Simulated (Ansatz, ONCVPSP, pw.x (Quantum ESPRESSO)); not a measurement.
From atom to crystal: ONCV potential for neodymium (Nd)

```json
{"Element": "neodymium", "Generator": "ONCVPSP 4.0.1.1 (patched build)", "Type": "optimised norm-conserving Vanderbilt (ONCV)", "Functional": "LDA (Perdew-Wang 92)", "Relativity": "scalar-relativistic", "Frozen core": "[Xe]", "Valence charge": "6", "Reference configuration": "4f4 6s1.5 (charge +0.5)", "Partial waves": "6s: rc 3.90 bohr, ncon 4, nbas 7, qcut 1.5 1/bohr, 3 projectors, debl 2.2 Ha; p scattering state at 0.27 Ha: rc 3.60 bohr, ncon 4, nbas 8, qcut 2.5 1/bohr, 2 projectors, debl 1.6 Ha; d scattering state at 0.24 Ha: rc 3.10 bohr, ncon 4, nbas 7, qcut 3.4 1/bohr, 2 projectors, debl 3.7 Ha; 4f: rc 1.65 bohr, ncon 4, nbas 8, qcut 11.3 1/bohr, 2 projectors, debl 3.6 Ha", "Local potential": "polynomial inside 1.55 bohr (lpopt 5, dvloc0 3 Ha)", "Core correction": "none"}
```

In the p channel the program set the typed energies aside and used 0.050, 1.650 Ha. In the d channel the program set the typed energies aside and used -0.172, 3.528 Ha.

Crystal test: fcc Nd in pw.x 7.5, no spin, 13³ k-points, Fermi–Dirac smearing 0.01 Ry, cutoffs 130/520 Ry. The reference is all-electron LAPW (Ansatz 0.2.0) with the same functional, mesh and smearing; V0 and B0 come from Birch–Murnaghan fits to the pressures at five volumes. Errors are pseudo minus all-electron; Δ is the rms difference of the E(V) curves that follow from these fits, minima aligned, over ±6 % about the mean V0. Mesh and smearing are coarse, so the numbers serve the comparison and aren't converged zero-temperature values; the lattice is a test structure that the element need not adopt. Spin polarisation and strong correlation are left out, which matters for this element.

```tsv
V (Å³/atom)	P all-electron (GPa)	P pseudo (GPa)
18.728	3.49	-89.51
19.221	1.65	-83.03
19.714	0.08	-77.17
20.207	-1.24	-71.87
20.700	-2.37	-67.07
```

All-electron: a0 = 4.290 Å (V0 = 19.74 Å³/atom), B0 = 57.1 GPa.

Pseudopotential: mean pressure error (GPa): -78.05. The pressure does not cross zero within the volumes sampled, so no fit is given. The largest radius (3.90 bohr) exceeds half the bond length (2.87 bohr), so the spheres overlap, which is one possible source of error among others. This is a poor potential for the solid. The generator flags a localised state at positive energy (p at 11 eV, s at 22 eV). The pseudo pressure rises with volume over the whole range, a mechanical instability. Atomic configuration tests: tests left out (the all-electron energies of this program are off by 10 to 40 meV for near-neutral 4f atoms).

**Question.** At the middle volume, how do free energy and pressure move when the wave cutoff is lowered (ecutrho kept at four times it)?

**Answer.**

```csv
cutoff (Ry),shift of F (meV/atom),shift of P (GPa)
58,+15532.4,-335.27
78,+2486.3,-137.07
104,+53.7,-6.19
```

The run at the middle volume (84 k-points, 39 iterations) took about 9.1 min on one core of a shared host (Neoverse-N1, 64 threads, 124 GiB, load 61).
